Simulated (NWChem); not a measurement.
System: acetonitrile (C2H3N); SMILES C(#N)C

Results from NWChem. Pople sets run with spherical d functions. Geometry: optimised at PBE0/def2-SVP. Computed dipoles belong to the equilibrium geometry; the measured one is vibrationally averaged.

Measured dipole moment: 3.92 D (NIST CCCBDB, as tabulated in the package chemicals).

Question: Which of these levels lies farthest from the measured value, and how do the others fare: B3LYP/6-31G*; B3LYP/aug-cc-pVTZ; B3LYP/3-21G; B3LYP/6-31+G*; B3LYP/def2-SVP; B3LYP/def2-TZVP; B3LYP/def2-SVPD; B3LYP/6-311++G**; B3LYP/STO-3G?

Answer: B3LYP/STO-3G.
| level | dipole moment (D) | computed − measured |
|---|---|---|
| B3LYP/STO-3G | 3.02 | -0.90 |
| B3LYP/3-21G | 3.59 | -0.33 |
| B3LYP/6-31G* | 3.80 | -0.12 |
| B3LYP/6-31+G* | 4.06 | +0.14 |
| B3LYP/def2-SVP | 3.75 | -0.17 |
| B3LYP/def2-SVPD | 4.01 | +0.09 |
| B3LYP/def2-TZVP | 4.01 | +0.09 |
| B3LYP/6-311++G** | 4.06 | +0.14 |
| B3LYP/aug-cc-pVTZ | 4.05 | +0.13 |
